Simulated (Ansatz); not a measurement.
# C3H5NS: up Jacob's ladder to CCSD(T)

An exercise on one series of results from a longer session: the logs are not shown, and one member is left open.

Method: functionals in def2-TZVPP, the program's frozen cores in correlated methods; program: Ansatz 0.2.0, Gaussian basis.

The runs, in order: LDA (SPW92), PBE-D4, revPBE-D4, BLYP-D4, r2SCAN-D4, B97M-V, PBE0-D4, B3LYP-D4, r2SCANh-D4, r2SCAN0-D4, HSE06-D4, BHLYP-D4, CAM-B3LYP-D4, LC-ωPBE, ωB97X-V, ωB97M-V, B2PLYP, PBE-QIDH; CCSD(T)/def2-SVP; CCSD(T)/def2-TZVPP; MP2/def2-QZVPP; extrapolation to the limit; RPA on PBE.

## Structure used throughout

The geometry comes from an earlier relaxation with PBE0-D4 in a triple-zeta def2 set; it is a stationary point, not always the lowest conformer.

SMILES `CC(=N)C=S`, 10 atoms, charge 0, spin multiplicity 1.

Atoms are counted from 1 here; the program's logs count them from 0.

Bond lengths: C1–C2 1.494 Å, C1–H6 1.088 Å, C1–H7 1.094 Å, C1–H8 1.094 Å, C2–N3 1.267 Å, C2–C4 1.493 Å, N3–H9 1.027 Å, C4–S5 1.607 Å, C4–H10 1.092 Å. Angles: C2–C1–H6 110.1°, C2–C1–H7 110.5°, C2–C1–H8 110.5°, H6–C1–H7 109.4°, H6–C1–H8 109.4°, H7–C1–H8 106.9°, C1–C2–N3 121.0°, C1–C2–C4 115.7°, N3–C2–C4 123.2°, C2–N3–H9 109.1°, C2–C4–S5 125.4°, C2–C4–H10 114.9°, S5–C4–H10 119.7°.

The first run:

Input file in.yaml:

```yaml
crystal:
  periodic: [false, false, false]
  atoms:
    - {symbol: C, position_ang: [-0.568194, -0.416293, 1.134088]}
    - {symbol: C, position_ang: [0.095120, 0.360054, 0.042900]}
    - {symbol: N, position_ang: [0.382500, 1.584967, 0.194309]}
    - {symbol: C, position_ang: [0.386124, -0.400580, -1.208997]}
    - {symbol: S, position_ang: [1.086464, 0.203975, -2.523141]}
    - {symbol: H, position_ang: [-0.735339, 0.222989, 1.998294]}
    - {symbol: H, position_ang: [0.049977, -1.270065, 1.428202]}
    - {symbol: H, position_ang: [-1.525661, -0.819795, 0.790528]}
    - {symbol: H, position_ang: [0.828664, 1.933521, -0.662175]}
    - {symbol: H, position_ang: [0.083444, -1.450072, -1.191007]}
basis:
  gaussian: {orbitals: def2-TZVPP}
hamiltonian: {xc: lda}
output: {orbitals: {seedname: orbitals}}
```

Launch:

```
$ ansatz run in.yaml --threads 4 --pin off --events-out ev --progress --plain --max-ram 10444MiB
```

Steps of the session up to this table: LDA; PBE-D4 (GGA); revPBE-D4 (GGA); BLYP-D4 (GGA); r2SCAN-D4 (meta-GGA); B97M-V (meta-GGA); PBE0-D4 (hybrid); B3LYP-D4 (hybrid); r2SCANh-D4 (hybrid); r2SCAN0-D4 (hybrid); HSE06-D4 (hybrid); BHLYP-D4 (hybrid); CAM-B3LYP-D4 (range-separated); LC-ωPBE (range-separated); ωB97X-V (range-separated); ωB97M-V (range-separated); B2PLYP (double hybrid); PBE-QIDH (double hybrid).

One of the session's tables, all rows but one given; the rest of the session is left out.

It belongs to the step «Frontier levels by functional». 

| functional | HOMO (eV) | LUMO (eV) | gap (eV) |
| --- | --- | --- | --- |
| LDA (SPW92) | -6.00 | -4.37 | 1.63 |
| PBE-D4 | -5.84 | -4.14 | 1.70 |
| revPBE-D4 | -5.78 | -4.06 | 1.72 |
| BLYP-D4 | -5.69 | -3.98 | 1.71 |
| r2SCAN-D4 | -6.07 | -4.10 | 1.97 |
| B97M-V | -6.13 | -3.99 | 2.14 |
| PBE0-D4 | -7.10 | -3.27 | 3.83 |
| B3LYP-D4 | -6.86 | -3.45 | 3.41 |
| r2SCANh-D4 | -6.54 | -3.76 | 2.78 |
| r2SCAN0-D4 | -7.25 | -3.25 | 4.00 |
| HSE06-D4 | -6.70 | -3.65 | 3.05 |
| BHLYP-D4 | -8.22 | -2.22 | 6.00 |
| CAM-B3LYP-D4 | ? | ? | ? |
| LC-ωPBE | -9.88 | -1.05 | 8.82 |
| ωB97X-V | -9.49 | -1.08 | 8.41 |
| ωB97M-V | -9.33 | -1.10 | 8.23 |

Q: Estimate the row for CAM-B3LYP-D4 from the others.

The run gave: HOMO (eV): -8.46; LUMO (eV): -2.12; gap (eV): 6.34. In the column «HOMO (eV)» it lies between ωB97M-V (-9.33) and BHLYP-D4 (-8.22).
